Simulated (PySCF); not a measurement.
methylenimine: proton affinities at several levels

Structure: `C=N` (CH3N). Atom numbers as in the mapped SMILES `[CH2:1]=[NH:2]`.

All levels share the PBE0-D3(BJ)/def2-SVP structures and the PBE0-D3(BJ)/def2-SVP thermal terms; only the single-point energies (PySCF) change. Values are proton affinities (298 K, kJ/mol).

```tsv
level	N2	abs. error	time
MP2/ma-def2-TZVP	860	7.1	1.6 s
CCSD(T)/ma-def2-TZVP	866	0.2	20 s
ωB97X-D3(BJ)/def2-TZVP	880	13.3	–
HF/ma-def2-TZVP	898	31.1	0.43 s
ATcT 1.112	867
```

Times are wall times for all single points of a level on 1 thread of Arm Neoverse V2, a shared host; the dash marks the run that also made the structures.

Hartree-Fock leaves out electron correlation, so its proton affinities can be off by tens of kJ/mol.

The spread: 38 kJ/mol, from 860 to 898.

---

**formaldehyde: proton affinities at several levels**

Structure: `C=O` (CH2O). Atom numbers as in the mapped SMILES `[CH2:1]=[O:2]`.

All levels share the PBE0-D3(BJ)/def2-SVP structures and the PBE0-D3(BJ)/def2-SVP thermal terms; only the single-point energies (PySCF) change. Values are proton affinities (298 K, kJ/mol).

| level | O2 | abs. error | time |
| --- | --- | --- | --- |
| MP2/jun-cc-pV(T+d)Z | 704 | 6.4 | 3.7 s |
| B3LYP-D3(BJ)/def2-TZVP | 711 | 0.2 | – |
| CCSD(T)/jun-cc-pV(T+d)Z | 715 | 4.1 | 69 s |
| HF/jun-cc-pV(T+d)Z | 744 | 33.4 | 0.56 s |
| ATcT 1.112 | 711 |  |  |

Times are wall times for all single points of a level on 1 thread of Arm Neoverse V1, a shared host; the dash marks the run that also made the structures.

Hartree-Fock leaves out electron correlation, so its proton affinities can be off by tens of kJ/mol.

The spread: 40 kJ/mol, from 704 to 744.

---

## How the method moves the proton affinities of cyanic acid

Structure: `N#CO` (CHNO). Numbering: `[N:1]#[C:2][OH:3]`

All levels share the PBE0-D3(BJ)/def2-SVP structures and the PBE0-D3(BJ)/def2-SVP thermal terms; only the single-point energies (PySCF) change. Values are proton affinities (298 K, kJ/mol).

| level | N1 | O3 | time |
| --- | --- | --- | --- |
| MP2/ma-def2-TZVP | 750 | 509 | 7.1 s |
| CCSD(T)/ma-def2-TZVP | 756 | 518 | 2.5 min |
| ωB97X-D3(BJ)/def2-TZVP | 775 | 519 | – |
| HF/ma-def2-TZVP | 777 | 512 | 1.4 s |

Times are wall times for all single points of a level on 1 thread of Arm Neoverse V1, a shared host; the dash marks the run that also made the structures.

Hartree-Fock leaves out electron correlation, so its proton affinities can be off by tens of kJ/mol.

The widest spread is that of N1: 27 kJ/mol, from 750 to 777.
